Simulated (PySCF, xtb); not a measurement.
**CHSSi+: which of two structures lies lower**

Structure a: a singlet given by its coordinates. Structure b: a singlet given by its coordinates. Both are isolated ions in the gas phase, relaxed with PBE0-D3(BJ)/def2-SVP.

a (Å):

```yaml
atoms:
  - { symbol: C, position_ang: [-0.9529, 0.2092, 0.4763] }
  - { symbol: S, position_ang: [0.2280, 0.0485, 1.5952] }
  - { symbol: Si, position_ang: [-0.1597, -1.4026, -0.0882] }
  - { symbol: H, position_ang: [-1.6956, 1.0153, 0.3894] }
```

Close contacts (Å): C1–S2 1.63, C1–Si3 1.88, S2–Si3 2.26, C1–H4 1.10.

b (Å):

```xyz
4

C    -0.7335   -1.2391    2.1815
S     0.4641   -1.8603    2.8526
Si   -2.0406   -0.3208    1.1071
H    -3.0930   -0.8559    2.0689
```

Close contacts (Å): C1–S2 1.51, C1–Si3 1.93, Si3–H4 1.52.

Quicker runs give these differences E(b) − E(a): GFN2-xTB +37.2 kJ/mol; HF/STO-3G +99.1 kJ/mol (at GFN2-xTB geometries); r2SCAN-D4/def2-SVP +116.1 kJ/mol (at GFN2-xTB geometries).

Q: Estimate E(b) − E(a) at the level CCSD(T)/def2-TZVP.

A: Calculated at CCSD(T)/def2-TZVP: E(b) − E(a) = +111.4 kJ/mol, so structure a lies lower.

How the difference moves with the method:

| level | geometry | E(b) − E(a) (kJ/mol) | departure from the last row (kJ/mol) | job, with rough time for the two |
| --- | --- | --- | --- | --- |
| GFN2-xTB | GFN2-xTB | +37.2 | −74.2 | optimisation, 0.11 s |
| HF/STO-3G | GFN2-xTB | +99.1 | −12.2 | single point, 1.2 s |
| r2SCAN-D4/def2-SVP | GFN2-xTB | +116.1 | +4.7 | single point, 5.6 s |
| PBE0-D3(BJ)/def2-SVP | PBE0-D3(BJ)/def2-SVP | +125.5 | +14.2 | optimisation, 23 s |
| HF/def2-TZVP | PBE0-D3(BJ)/def2-SVP | +120.8 | +9.4 | part of the CCSD(T) run |
| MP2/def2-TZVP | PBE0-D3(BJ)/def2-SVP | +115.0 | +3.6 | part of the CCSD(T) run |
| CCSD(T)/def2-TZVP | PBE0-D3(BJ)/def2-SVP | +111.4 |  | single point, 36 s |

The levels shown agree on the order. The largest departure from CCSD(T)/def2-TZVP is that of GFN2-xTB, 74.2 kJ/mol.

With thermal terms from frequencies at re-optimised GFN2-xTB minima (ideal gas, soft modes damped towards free rotors, one conformer each, 298.15 K, 1 atm): the zero-point term adds −9.1 kJ/mol; ΔH is +104.2 and ΔG +101.6 kJ/mol.

The T1 diagnostic of structure b is large, so the coupled-cluster value is less sure. The correlated steps freeze 11 core orbitals. Run with PySCF 2.14.0, xtb 6.7.1; the last row on 2 threads of Arm Neoverse V2 on a shared host.
